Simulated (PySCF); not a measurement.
Molecule: Cyclopentene, C5H8.

Geometry:
```json
{"atom": "C1", "x (Å)": "-0.919", "y (Å)": "0.982", "z (Å)": "-0.179"}
{"atom": "C2", "x (Å)": "0.380", "y (Å)": "1.295", "z (Å)": "-0.133"}
{"atom": "C3", "x (Å)": "1.246", "y (Å)": "0.072", "z (Å)": "-0.015"}
{"atom": "C4", "x (Å)": "0.238", "y (Å)": "-1.035", "z (Å)": "0.346"}
{"atom": "C5", "x (Å)": "-1.138", "y (Å)": "-0.504", "z (Å)": "-0.098"}
{"atom": "H6", "x (Å)": "-1.732", "y (Å)": "1.701", "z (Å)": "-0.305"}
{"atom": "H7", "x (Å)": "0.782", "y (Å)": "2.308", "z (Å)": "-0.218"}
{"atom": "H8", "x (Å)": "2.045", "y (Å)": "0.179", "z (Å)": "0.737"}
{"atom": "H9", "x (Å)": "1.757", "y (Å)": "-0.128", "z (Å)": "-0.976"}
{"atom": "H10", "x (Å)": "0.234", "y (Å)": "-1.177", "z (Å)": "1.438"}
{"atom": "H11", "x (Å)": "0.489", "y (Å)": "-2.007", "z (Å)": "-0.103"}
{"atom": "H12", "x (Å)": "-1.437", "y (Å)": "-0.900", "z (Å)": "-1.087"}
{"atom": "H13", "x (Å)": "-1.946", "y (Å)": "-0.785", "z (Å)": "0.598"}
```

Geometry PBE0-D3(BJ)/def2-SVP throughout; GIAO in PySCF 2.14, gas phase, one conformer, non-relativistic; equivalent atoms averaged; functional PBE0.

(1) How do the absolute shieldings σ depend on the basis set? (ppm; last column core-seconds on shared hosts with different chips, so compare them loosely)

(2) Which nucleus moves most, in ppm?

(3) Taking the largest basis, pcSseg-2 (292 functions), as the yardstick, rank the others by their worst heavy-atom deviation.

Results:

(1) 
| basis set | functions | C1/C2 | C3/C5 | C4 | H6/H7 | H8/H9/H12/H13 | H10/H11 | core-s |
| --- | --- | --- | --- | --- | --- | --- | --- | --- |
| STO-3G | 33 | 120.5 | 198.0 | 203.1 | 27.32 | 30.84 | 31.11 | 1.9 |
| 6-31G | 61 | 69.4 | 165.1 | 173.4 | 26.61 | 30.18 | 30.74 | 3.4 |
| pcSseg-0 | 61 | 48.9 | 157.6 | 167.9 | 27.26 | 30.51 | 31.00 | 3.1 |
| 6-31G* | 86 | 66.9 | 161.1 | 169.4 | 26.18 | 29.69 | 30.22 | 4.5 |
| def2-SVP | 110 | 62.1 | 160.9 | 169.7 | 25.65 | 29.19 | 29.79 | 5.5 |
| cc-pVDZ | 110 | 64.2 | 161.8 | 171.0 | 25.45 | 29.00 | 29.62 | 6.5 |
| pcSseg-1 | 125 | 44.7 | 148.9 | 158.9 | 25.34 | 28.95 | 29.52 | 12 |
| 6-311+G(2d,p) | 183 | 48.8 | 151.4 | 161.2 | 25.50 | 29.10 | 29.69 | 12 |
| aug-cc-pVDZ | 187 | 63.2 | 160.4 | 170.0 | 25.31 | 28.93 | 29.51 | 14 |
| def2-TZVP | 203 | 47.4 | 150.7 | 160.6 | 25.44 | 29.08 | 29.65 | 14 |
| IGLO-III | 255 | 41.3 | 147.3 | 157.7 | 25.37 | 28.93 | 29.51 | 21 |
| cc-pVTZ | 262 | 49.0 | 151.5 | 161.6 | 25.29 | 28.89 | 29.45 | 22 |
| pcSseg-2 | 292 | 40.3 | 147.2 | 157.3 | 25.17 | 28.82 | 29.38 | 32 |

(2) C1/C2 (alkene CH): from 40.3 ppm with pcSseg-2 to 120.5 ppm with STO-3G. The smallest spread is 1.73 ppm, at H10/H11. Proton shifts span only some 12 ppm, so a few tenths of a ppm matter as much there as several ppm in carbon.

(3) IGLO-III 0.9 ppm (255 functions), pcSseg-1 4.3 ppm (125 functions), def2-TZVP 7.1 ppm (203 functions), 6-311+G(2d,p) 8.4 ppm (183 functions), cc-pVTZ 8.7 ppm (262 functions), pcSseg-0 10.6 ppm (61 functions), def2-SVP 21.8 ppm (110 functions), aug-cc-pVDZ 22.9 ppm (187 functions), cc-pVDZ 23.9 ppm (110 functions), 6-31G* 26.6 ppm (86 functions), 6-31G 29.1 ppm (61 functions), STO-3G 80.2 ppm (33 functions).

A small basis that lands close on one nucleus may do so by chance; judge by the trend and by all nuclei.
